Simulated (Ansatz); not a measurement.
# One element changed: vertical ionisation energies of NH$_{3}$, AsH3

Ansatz 0.2.0, basis cc-pVTZ; geometries are PBE0/def2-TZVP minima. Wave-function levels freeze the cores with the filled d shells of p-block atoms; HF, MP2 and coupled cluster are restricted for singlets and unrestricted otherwise, restricted open-shell where a d shell is frozen, Kohn–Sham unrestricted where that lies lower. NEVPT2 stands on CASSCF in the full valence space. The reference is CCSDT(Q) (coupled cluster only where its series has nearly closed). Semilocal and hybrid functionals correlate all electrons outside any core potential and usually lie nearer their basis limit than the reference, so part of their error here is the reference's basis and frozen-core error; RPA and the MP2 part of double hybrids freeze the same cores as the reference. An error is the level's value less the reference. None of these values is a measured one. Energies are electronic, without zero-point terms. No spin–orbit coupling and no scalar relativity. The species are chosen: bound, without strong static correlation by their natural occupations or amplitudes, in their lowest spin state as far as vertical gaps and like structures tell, with only the lowest ion state computed, and with a ladder that closes on the reference, so errors are smaller than for species at large; levels whose determinant breaks symmetry or spin markedly are left out.

```tsv
species	bonds (Å)	quantity	symmetry of the states	reference	value (eV)	error CCSD	error CCSD(T)	error CCSDT	error NEVPT2	error PBE
NH3, singlet	N–H 1.012, angles at N 107°	vertical ionisation to the doublet	–	CCSDT(Q)	10.728	-0.078	0.000	-0.005	-0.232	0.080
AsH3, singlet	As–H 1.522, angles at As 92°	vertical ionisation to the doublet	–	CCSDT(Q)	10.358	-0.040	-0.001	-0.003	-0.183	0.037
```

The reference falls from N to As, by 0.370 eV in all.
